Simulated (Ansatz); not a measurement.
[OH···H···N], quartet along the distance O1-H3

Starting geometry:

```xyz
4

O    -1.1404   -0.0292    0.0000
H    -1.3897    0.8974    0.0000
H    -0.1808   -0.0292    0.0000
N     1.4156   -0.0292    0.0000
```

From there H3 is moved from one fragment to the other while all else, the fragments' distance too, stays fixed; atoms are numbered as listed. Energies are in kcal/mol, counted from the starting geometry at the same level. Kohn–Sham curves are unrestricted where that lies lower.

Basis cc-pVDZ; Ansatz 0.2.0. Correlated methods freeze the noble-gas cores. R marks a restricted (for open shells ROHF) determinant, U an unrestricted one.

In so small a basis the reference is far from its limit while semilocal and hybrid functionals are nearer theirs (RPA and double hybrids share much of the reference's basis error), so the functionals' errors here hold much of the reference's basis and frozen-core error, which can add to them or hide them.

Full CI isn't at hand for all of this; UCCSDT(Q) serves as the reference, and is uncertain by about the last step of the cluster series.

```tsv
distance O1-H3 (Å)	UCCSDT(Q)	PBE	revPBE	r2SCAN	PBE0	B3LYP	r2SCANh	wB97M-V	B2PLYP	RPA-PBE
0.892	2.6	4.9	4.8	3.9	3.4	3.7	3.4	3.1	3.0	3.0
0.960	0.0	0.0	0.0	0.0	0.0	0.0	0.0	0.0	0.0	0.0
1.039	4.0	0.6	0.7	1.8	2.6	2.1	2.4	3.2	3.2	3.1
1.119	12.0	4.4	4.6	6.8	8.5	7.5	8.1	10.0	10.0	9.3
1.198	20.9	9.0	9.2	12.4	14.9	13.3	14.3	17.5	17.4	15.7
1.278	28.5	12.9	13.1	17.2	19.9	17.8	19.3	23.6	23.4	20.7
1.357	33.1	15.9	15.9	20.3	22.7	20.5	22.5	27.1	27.0	23.6
1.437	34.9	18.5	18.3	22.7	24.4	22.2	24.4	28.7	28.6	25.5
1.516	36.6	22.6	22.1	25.9	26.8	24.8	27.2	30.6	30.5	28.3
```
